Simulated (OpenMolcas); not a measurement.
SiH3OF: a line through the functionals

SiH3OF: 6 atoms, total charge 0, spin state singlet. SMILES: `O[SiH2]F`. The coordinates come from a PBE0-D4/def2-TZVP relaxation. This is one conformer, not always the lowest.

The electronic atomisation energy y, in eV, basis aug-cc-pVDZ; a is the functional's share of exact exchange. Programs: OpenMolcas 26.06.

```
functional     program     a  y (eV)
      BLYP  OpenMolcas     0   21.39
      TPSS  OpenMolcas     0   21.75
     B3LYP  OpenMolcas   0.2       ?
      PBE0  OpenMolcas  0.25   21.24
     BHLYP  OpenMolcas   0.5   20.83
```

Problem. Fit y = c + s·a to the known rows and predict B3LYP.

Solution. 
1. Means of the 4 rows: a = 0.1875, y = 21.302.
2. Σ(Δa)² = 0.17188, Σ(Δa·Δy) = -0.25188, so the slope is -0.25188/0.17188 = -1.4654.
3. Intercept: 21.302 − (-1.4654) × 0.1875 = 21.577. The largest residual of the fit is 0.19.
4. B3LYP: 21.577 + (-1.4654) × 0.2 = 21.28 eV.

The run gave 21.45 eV, so the prediction is off by -0.17 eV, within the scatter of the fit. The rows mix families of semi-local functionals, which the line can't see.
